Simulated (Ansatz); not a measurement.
**Two structures, one formula**

Two relaxed structures of BSiH₆S (charge +1), closed shell (PBE0-D4/def2-TZVP; forces vanish, vibrations not checked).

A:

```csv
atom,x (Å),y (Å),z (Å)
B1,-0.5544,-0.6066,-0.8503
S2,1.2983,1.7578,1.0030
Si3,0.8846,-0.4221,0.3640
H4,-0.9171,0.3669,-1.4264
H5,0.4096,2.3363,0.1652
H6,0.5023,1.8470,2.0917
H7,-0.8442,-1.7394,-1.0659
H8,-0.7712,-0.3930,0.5153
H9,1.3502,-1.1096,1.5889
```

B:

```csv
atom,x (Å),y (Å),z (Å)
B1,0.4777,0.6199,-0.0842
S2,-0.8460,1.1558,-1.3088
Si3,0.1144,-0.8694,1.2235
H4,-0.1738,1.3526,-2.4651
H5,-1.4599,0.0030,-1.6511
H6,1.4372,1.3105,-0.2053
H7,0.8756,-1.9877,0.6009
H8,-1.3383,-1.1648,1.2441
H9,0.6596,-0.4777,2.5407
```

Program: Ansatz 0.2.0. Basis: def2-TZVPP. Cores are frozen in the correlated methods. B3LYP uses VWN-RPA correlation.

Task: Which structure is lower at CCSD(T), and by how much? (Judge from chemistry; the value comes from the calculation.)

Result: Computed: B, by 34.4 kJ/mol (electronic energy, against the other). By their contacts, A is BSiH₆S ([SH2][SiH]1[H][BH2]1), total charge +1 and B is BSiH₆S ([SiH3][BH][SH2]), total charge +1.

All methods give the same order:

```csv
method,E(B) − E(A) (kJ/mol)
PBE-D4,-10.8
r2SCAN-D4,-23.5
PBE0-D4,-23.7
B3LYP-D4,-31.8
wB97M-V,-25.7
HF,-87.0
MP2,-31.5
CCSD,-42.2
CCSD(T),-34.4
```

T1 diagnostic: at most 0.014.

Labels in which every atom is bracketed show which atoms are joined, not bond orders.

For scale, one of the runs: CCSD(T)/def2-TZVPP, 199 basis functions, launched by `ansatz run in.yaml --threads 2 --pin off --events-out ev --progress --plain --max-ram 4352MiB`. The run took 47 s on 2 CPU threads of an Arm Neoverse V1 (shared host), with 2.2 GiB of host memory at its peak.
